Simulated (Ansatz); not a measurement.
The first iterations of a band of C₂H₅N (8 atoms, charge 0, multiplicity 1).

The calculation used Ansatz 0.2.0, RKS PBE-D4/def2-TZVP.

| Item | Value |
| --- | --- |
| movable images | 5 |
| climbing image | yes |
| spring | 5.0 eV/Å² |
| optimiser | quadratic models (default) |
| start path | through a guess of the saddle point |
| force threshold | 0.05 eV/Å |
| iteration limit | 60 |
| end points | relaxed |

Image 0:

```xyz
8
Properties=species:S:1:pos:R:3
C -0.718 0.757 -0.790
N 0.451 0.316 -0.563
C 0.629 -0.571 0.568
H -1.599 0.499 -0.169
H -0.881 1.430 -1.641
H -0.304 -0.774 1.131
H 1.049 -1.524 0.213
H 1.374 -0.134 1.251
```

Image 6:

```xyz
8
Properties=species:S:1:pos:R:3
C -1.314 0.835 -0.711
N -0.072 0.450 -0.578
C 0.552 -0.441 0.419
H -1.879 0.342 0.122
H 0.600 0.808 -1.265
H -0.228 -0.775 1.114
H 1.004 -1.314 -0.076
H 1.336 0.095 0.975
```

| iteration | highest image above the first end (eV) | largest band force component (eV/Å) |
| --- | --- | --- |
| 1 | 3.586 | 4.128 |
| 2 | 3.105 | 2.020 |
| 3 | 3.167 | 2.058 |
| 4 | 3.155 | 1.101 |
| 5 | 3.237 | 0.646 |

Problem. Does the band converge within its limit, and where does its top end?

Solution. The run converged. It ended after 15 iterations with the highest image 3.352 eV above the first end. Neighbouring images differ by up to 1.5 eV, so the band resolves the path poorly. A vibrational analysis at the climbing image gives one clearly imaginary mode, 1873i cm⁻¹: a first-order saddle point. The orbitals stay closed-shell, which can raise the energy where a bond breaks towards radicals; this wasn't checked here.

Time of the run: 63 s on 2 threads of AMD EPYC 7R13 Processor (Zen 3), on a shared host, peak memory 0.19 GiB.
